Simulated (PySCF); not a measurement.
C3H8O.
SMILES with atom numbers: `[CH3:1][CH2:2][CH2:3][OH:4]` (hydrogens: H5, H6, H7 on C1; H8, H9 on C2; H10, H11 on C3; H12 on O4)

The same species was optimised twice, with GFN2-xTB and with PBE0-D3(BJ)/def2-SVP (PySCF), and the same property calculations (PySCF, gas phase) were run on both structures.

```json
{"coordinate": "C1–H5 (Å)", "GFN2-xTB": "1.087", "PBE0-D3(BJ)/def2-SVP": "1.102", "change": "+0.015"}
{"coordinate": "C1–H6 (Å)", "GFN2-xTB": "1.088", "PBE0-D3(BJ)/def2-SVP": "1.102", "change": "+0.014"}
{"coordinate": "C1–H7 (Å)", "GFN2-xTB": "1.087", "PBE0-D3(BJ)/def2-SVP": "1.100", "change": "+0.013"}
{"coordinate": "C2–H9 (Å)", "GFN2-xTB": "1.094", "PBE0-D3(BJ)/def2-SVP": "1.106", "change": "+0.012"}
{"coordinate": "C2–H8 (Å)", "GFN2-xTB": "1.092", "PBE0-D3(BJ)/def2-SVP": "1.103", "change": "+0.011"}
{"coordinate": "C3–H11 (Å)", "GFN2-xTB": "1.093", "PBE0-D3(BJ)/def2-SVP": "1.103", "change": "+0.010"}
{"coordinate": "C3–H10 (Å)", "GFN2-xTB": "1.101", "PBE0-D3(BJ)/def2-SVP": "1.111", "change": "+0.010"}
{"coordinate": "C2–C3 (Å)", "GFN2-xTB": "1.529", "PBE0-D3(BJ)/def2-SVP": "1.520", "change": "-0.009"}
{"coordinate": "C3–O4 (Å)", "GFN2-xTB": "1.408", "PBE0-D3(BJ)/def2-SVP": "1.402", "change": "-0.006"}
{"coordinate": "C1–C2 (Å)", "GFN2-xTB": "1.523", "PBE0-D3(BJ)/def2-SVP": "1.520", "change": "-0.003"}
{"coordinate": "O4–H12 (Å)", "GFN2-xTB": "0.964", "PBE0-D3(BJ)/def2-SVP": "0.963", "change": "-0.001"}
{"coordinate": "H10–C3–H11 (°)", "GFN2-xTB": "108.3", "PBE0-D3(BJ)/def2-SVP": "106.2", "change": "-2.1"}
{"coordinate": "H8–C2–H9 (°)", "GFN2-xTB": "107.8", "PBE0-D3(BJ)/def2-SVP": "106.1", "change": "-1.7"}
{"coordinate": "C1–C2–C3 (°)", "GFN2-xTB": "111.6", "PBE0-D3(BJ)/def2-SVP": "113.2", "change": "+1.6"}
{"coordinate": "O4–C3–H10 (°)", "GFN2-xTB": "110.4", "PBE0-D3(BJ)/def2-SVP": "111.8", "change": "+1.4"}
{"coordinate": "C2–C1–H7 (°)", "GFN2-xTB": "110.4", "PBE0-D3(BJ)/def2-SVP": "111.6", "change": "+1.2"}
{"coordinate": "H5–C1–H6 (°)", "GFN2-xTB": "108.4", "PBE0-D3(BJ)/def2-SVP": "107.3", "change": "-1.1"}
{"coordinate": "H5–C1–H7 (°)", "GFN2-xTB": "108.5", "PBE0-D3(BJ)/def2-SVP": "107.5", "change": "-1.0"}
{"coordinate": "H6–C1–H7 (°)", "GFN2-xTB": "108.5", "PBE0-D3(BJ)/def2-SVP": "107.5", "change": "-1.0"}
{"coordinate": "C1–C2–C3–O4 (°)", "GFN2-xTB": "179", "PBE0-D3(BJ)/def2-SVP": "177", "change": "-2"}
```

Rotational constants: A = 26077, B = 3810, C = 3571 MHz (GFN2-xTB) against A = 26271, B = 3788, C = 3558 MHz (PBE0-D3(BJ)/def2-SVP).

On the GFN2-xTB structure: HOMO (eV) -7.65 [PBE0/pcSseg-1]; LUMO (eV) 1.43 [PBE0/pcSseg-1]; dipole (D) 1.74 [PBE0/pcSseg-1]; GIAO shielding of C1 (ppm) 175.4 [PBE0/pcSseg-1]; GIAO shielding of C2 (ppm) 154.2 [PBE0/pcSseg-1]; GIAO shielding of C3 (ppm) 116.1 [PBE0/pcSseg-1]; GIAO shielding of O4 (ppm) 289.2 [PBE0/pcSseg-1].

Q: What do these properties become on the PBE0-D3(BJ)/def2-SVP structure?

A: 
| property | level | on GFN2-xTB | on PBE0-D3(BJ)/def2-SVP | change |
| --- | --- | --- | --- | --- |
| HOMO (eV) | PBE0/pcSseg-1 | -7.65 | -7.71 | -0.06 |
| LUMO (eV) | PBE0/pcSseg-1 | 1.43 | 1.41 | -0.02 |
| dipole (D) | PBE0/pcSseg-1 | 1.74 | 1.71 | -0.03 |
| energy, GFN2-xTB geometry as zero (kcal/mol) | PBE0/pcSseg-1 | 0.0 | -0.3 | -0.3 |
| GIAO shielding of C1 (ppm) | PBE0/pcSseg-1 | 175.4 | 173.5 | -1.9 |
| GIAO shielding of C2 (ppm) | PBE0/pcSseg-1 | 154.2 | 153.1 | -1.1 |
| GIAO shielding of C3 (ppm) | PBE0/pcSseg-1 | 116.1 | 116.3 | +0.2 |
| GIAO shielding of O4 (ppm) | PBE0/pcSseg-1 | 289.2 | 290.2 | +1.0 |

The heavy atoms differ by 0.014 Å rms after alignment. Among all bonds C1–H5 and C1–H6 change most and about equally (+0.014 to +0.015 Å). Changes are differences of the printed values. Neither structure is proved a minimum here.

The values belong to the conformer `[CH3:1][CH2:2][CH2:3][OH:4]`: C1–C2–C3–O4 177°, H–O4–C3–C2 61°.
